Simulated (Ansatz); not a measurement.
# Al₂ (singlet): wave-function methods side by side at distance Al1–Al2 = 3.361 Å, cc-pVDZ

The task here is to estimate one member of a computed series from the others.

Program: Ansatz 0.2.0, Gaussian basis. Level of theory: cc-pVDZ, core rule «outside noble gas», up to 10 orbitals frozen. These are calculated values, not measurements.

The runs, in order: UHF; CCSD(T) on RHF; CCSD(T) on UHF; BCCD(T) on RHF; CISD; CCSDT(Q) on RHF; CCSDT(Q) on UHF; CISDTQ; CCSDTQ on RHF; CASSCF and MRCISD+Q, 2 electrons in 2 orbitals; CASSCF and NEVPT2, 2 electrons in 2 orbitals; CASSCF and MRCISD+Q, 6 electrons in 8 orbitals; CASSCF and NEVPT2, 6 electrons in 8 orbitals; Full CI.

18 further runs of the same task are left out: 1 for a mislabelled method, 13 that didn't finish, 4 set aside as unsound or not needed.

### The system

The geometry derives from a PBE0/def2-TZVP stationary point (not a proven minimum). One bond is set to the value named and the two fragments are kept rigid.

2 atoms, charge 0, spin multiplicity 1.

Atoms are counted from 1 here; the program's logs count them from 0.

No contacts short enough for the rule that draws bonds.

The first run:

File in.yaml:

```yaml
crystal:
  periodic: [false, false, false]
  atoms:
    - {symbol: Al, position_ang: [0.000000, 0.000000, 0.000000]}
    - {symbol: Al, position_ang: [0.000000, 0.000000, 3.361000]}
basis:
  gaussian: {orbitals: cc-pVDZ}
magnetization: {spin_polarized: true, initial_magnetization: 0}
hamiltonian: {xc: hf}
output: {orbitals: {seedname: orbitals}}
```

Started as:

```
$ ansatz run in.yaml --threads 1 --pin off --events-out ev --progress --plain --max-ram 2393MiB
```

Among the steps run: UHF; CCSD(T) on RHF; CCSD(T) on UHF; BCCD(T) on RHF; CISD; CCSDT(Q) on RHF; CCSDT(Q) on UHF; CISDTQ; CCSDTQ on RHF; CASSCF and MRCISD+Q, 2 electrons in 2 orbitals; CASSCF and NEVPT2, 2 electrons in 2 orbitals; CASSCF and MRCISD+Q, 6 electrons in 8 orbitals; CASSCF and NEVPT2, 6 electrons in 8 orbitals; Full CI.

One of the session's tables, all rows but one given; the rest of the session is left out.

It belongs to the step «Misses and costs». 

```
          method  from FCI (meV)
             RHF         +3412.8
            RMP2         +1156.0
            CISD          +431.8
           RCCSD               ?
        RCCSD(T)           +55.6
         BCCD(T)           +55.6
          RCCSDT           +17.3
          CISDTQ           +21.7
       RCCSDT(Q)            +5.6
         RCCSDTQ            +1.0
  CASSCF valence         +1484.9
  NEVPT2 valence          +568.0
  MRCISD valence          +144.6
MRCISD+Q valence           +63.0
             FCI               0
```

**Question.** Estimate the row for RCCSD.

**Answer.** from FCI (meV): +165.0. In the column «from FCI (meV)» it lies between MRCISD valence (+144.6) and CISD (+431.8).

Left out of the table: CASSCF pair, NEVPT2 pair, MRCISD pair, MRCISD+Q pair (the active space lost an orbital or holds another state than full CI finds).

Caveats from the session: Left out of the table: UHF, UMP2, UCCSD, UCCSD(T), UCCSDT, UCCSDT(Q) (another determinant or state than the rows shown). Warnings in the runs' records: passed over end.
